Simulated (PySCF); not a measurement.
## Converging MgSi in the basis (CCSD(T))

PySCF, ROHF reference; triplet, unpaired electrons π ↑↑; De to Mg + Si without counterpoise correction. Frozen cores follow the default of each basis and core potential.

| basis | relativity | functions | Re (Å) | ωe (cm⁻¹) | De (eV) | frozen orbitals |
| --- | --- | --- | --- | --- | --- | --- |
| jorge-DZP-DKH | spin-free X2C | 48 | 2.601 | 291 | 0.77 | 6 |
| pcseg-2 | no relativity | 53 | 2.543 | 319 | 0.81 | 6 |
| aug-cc-pVDZ/aug-cc-pV(D+d)Z | no relativity | 59 | 2.584 | 305 | 0.86 | 6 |
| x2c-TZVPPall | spin-free X2C | 74 | 2.551 | 316 | 0.94 | 6 |

Problem. How does each smaller set differ from the one with most functions, x2c-TZVPPall?

Solution. jorge-DZP-DKH: +5.0 pm, -7.9 % in ωe, -0.17 eV in De; pcseg-2: -0.8 pm, +0.9 % in ωe, -0.13 eV in De; aug-cc-pVDZ/aug-cc-pV(D+d)Z: +3.3 pm, -3.5 % in ωe, -0.08 eV in De. All at CCSD(T); the set with most functions is neither the basis-set limit nor always the best. The rows treat relativity differently, so the differences are not basis effects alone.

Correlated steps freeze 6 core orbitals. Correlated levels converge slowly with the basis: in double zeta they bind strong bonds too weakly, by up to about 1 eV, and carry superposition errors of some tenths. The state is the lowest determinant that a PBE0 search found; another state may lie lower at other levels.
